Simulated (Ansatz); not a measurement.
A made-up structure of BSiHO, closed shell:

```xyz
4
angstrom
B 1.5706 -0.9829 1.2901
Si 0.8107 -0.1066 0.3115
O -1.0757 0.1172 -0.3931
H -1.2610 0.8063 -1.0502
```

It is relaxed with PBE-D4/def2-SVP and then PBE0-D4/def2-TZVP (Ansatz 0.2.0). Atoms count as bonded within 1.22 times the sum of their covalent radii (H–H: 0.88 Å). The end point is not checked to be a true minimum.

(1) Does its bonding change? (A judgement: the text doesn't fix the answer.)

Answers

(1) The calculation gives: No: no bond forms or breaks.

Where it ends: The first stage lowers the energy by 3.84 eV in 10 steps. It ends as BSiHO ([B][Si][OH]):
```json
{"atom": "B1", "x (Å)": "1.1678", "y (Å)": "-0.7814", "z (Å)": "1.5025"}
{"atom": "Si2", "x (Å)": "0.8453", "y (Å)": "-0.1595", "z (Å)": "-0.3133"}
{"atom": "O3", "x (Å)": "-0.7383", "y (Å)": "0.0295", "z (Å)": "-0.7211"}
{"atom": "H4", "x (Å)": "-1.2302", "y (Å)": "0.7455", "z (Å)": "-0.3099"}
```

Labels in which every atom is bracketed show which atoms are joined, not bond orders.

For scale, one of the runs: PBE0-D4/def2-TZVP relaxation, 105 basis functions, launched by `ansatz run in.yaml --threads 2 --pin off --events-out ev --progress --plain --max-ram 4352MiB`. Hardware: 2 CPU threads of an Arm Neoverse V2, shared host. Wall time about 19 s.
